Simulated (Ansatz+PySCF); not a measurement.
# doublet C2H5: levels of theory in one basis

```xyz
7

C     0.7930    0.0000   -0.0163
C    -0.6946    0.0001    0.0009
H     1.3506   -0.9265    0.0445
H     1.3511    0.9261    0.0445
H    -1.1080    0.8901   -0.4831
H    -1.1084   -0.8821   -0.4973
H    -1.0862   -0.0083    1.0103
```

Basis set: cc-pVTZ (spherical functions). Frozen core: 2 orbitals. Correlation on ROHF uses semicanonical orbitals with singles. Charge 0, multiplicity 2.

Computed with Ansatz (development build ahead of 0.2.0); each method stands on the lowest determinant of its kind that the runs found.

| method | E − E(ROHF) (eV) | <S²> of the determinant |
| --- | --- | --- |
| ROHF | 0.00 | 0.75 |
| UHF | -0.13 | 0.76 |
| ROHF-MP2 | -9.14 | – |
| UHF-MP2 | -9.13 | 0.76 |

(1) What does ROHF-CCSD(T) give on the same scale?

(2) Is a single determinant a sound starting point here?

Results:

(1) -10.32 eV.

(2) By this sign, yes. Unrestricted orbitals gain 0.13 eV and <S²> is 0.76 against 0.75 for a pure state.
